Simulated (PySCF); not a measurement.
# LiS at UHF-CCSD

Level: UHF-CCSD. PySCF, spin-free X2C with a Gaussian nucleus, basis sets Li x2c-TZVPPall, S x2c-TZVPPall.

```json
{
  "state": "²Π (doublet), unpaired electrons π ↑",
  "bond length": "2.156 Å",
  "harmonic wavenumber": "587 cm⁻¹",
  "force constant": "1.17 mdyn/Å",
  "rotational constant Be": "0.6304 cm⁻¹",
  "anharmonicity ωexe": "3.71 cm⁻¹",
  "vibration–rotation constant αe": "0.00657 cm⁻¹",
  "well depth De to Li + S": "66.8 kcal/mol",
  "dissociation energy D0": "66.0 kcal/mol"
}
```

Correlated steps freeze 5 core orbitals. The state was picked by a PBE0 search and need not be the measured ground state.
